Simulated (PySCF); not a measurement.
Ionisation energy of Si by level of theory

Si [Ne] 3s2 3p2 (3P) → Si⁺ [Ne] 3s2 3p1 (2P), as a difference of total energies. Calculation: PySCF 2.14, in Sapporo-DZP-2012 (5s4p2d, 27 functions); scalar relativity by spin-free X2C-1e. Correlated levels: valence: [Ne] frozen. The calculations carry no spin-orbit coupling.

| method | ionisation energy (eV) | error (eV) |
| --- | --- | --- |
| UHF | 7.637 | -0.520 |
| MN15 | 8.098 | -0.059 |
| B3LYP | 8.109 | -0.048 |
| MP2 (valence) | 7.960 | -0.197 |
| SCS-MP2 (valence) | 7.886 | -0.271 |
| CCSD (valence) | 8.003 | -0.154 |
| CCSD(T) (valence) | 8.015 | -0.142 |

Reference: 8.157 eV (measured; NIST levels, between the centres of gravity of the two terms).

Errors of the correlated levels include the incompleteness of this basis and the frozen core.
